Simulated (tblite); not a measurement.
Species: C3H8S (charge +1 and doublet state).
Bonds: C1–C2, C2–C3, C3–S4. Hydrogens: H5, H6, H7 on C1; H8, H9 on C2; H10, H11 on C3; H12 on S4.

Computed geometry: GFN2-xTB, gas phase. This method treats the open shell by occupation alone, without spin polarisation.

Give the optimised bond lengths and angles.

| bond | length (pm) | order |
| --- | --- | --- |
| C1–C2 | 152.0 | single |
| C2–C3 | 152.7 | single |
| C3–S4 | 179.1 | single |
| C1–H5, C1–H6, C1–H7 | 109.0 | single |
| C2–H8, C2–H9 | 109.2 | single |
| C3–H10, C3–H11 | 109.6 | single |
| S4–H12 | 135.3 | single |

Bonds in one row agree within 1 pm and their mean is given. Orders are formal, as drawn. A selection of angles:
| angle | degrees |
| --- | --- |
| C2–C1–H5 | 112.7 |
| C2–C1–H6 | 109.1 |
| H5–C1–H6 | 106.6 |
| H6–C1–H7 | 110.7 |
| C1–C2–C3 | 109.4 |
| C1–C2–H8 | 111.2 |
| C1–C2–H9 | 109.2 |
| C3–C2–H8 | 110.5 |
| H8–C2–H9 | 107.6 |
| C2–C3–S4 | 115.4 |
| C2–C3–H10 | 111.9 |
| C2–C3–H11 | 108.6 |
| S4–C3–H10 | 106.6 |
| S4–C3–H11 | 106.1 |
| H10–C3–H11 | 107.9 |
| C3–S4–H12 | 97.1 |

Torsions: C1–C2–C3–S4 71° (synclinal); H12–S4–C3–C2 42° (synclinal). The mirror-image conformer, all signs reversed, is as good.

Of the pairs four or more bonds apart, S4···H7 is among the closest relative to their van der Waals radii: 2.91 Å, 97 % of the sum of Bondi's values. S4 (sulfur bonded to C and H) is bent (angle 97.1°).

Point group: C1 (no symmetry element, even within 0.4 Å). Its GFN2-xTB frequencies are all real (lowest 100 cm⁻¹). Torsions: C1–C2–C3–S4 71°, C2–C3–S4–H 42°. 3 starts were optimised and ended at 0.00, 0.15 and 0.16 kcal/mol (GFN2-xTB); the lowest of these is shown.
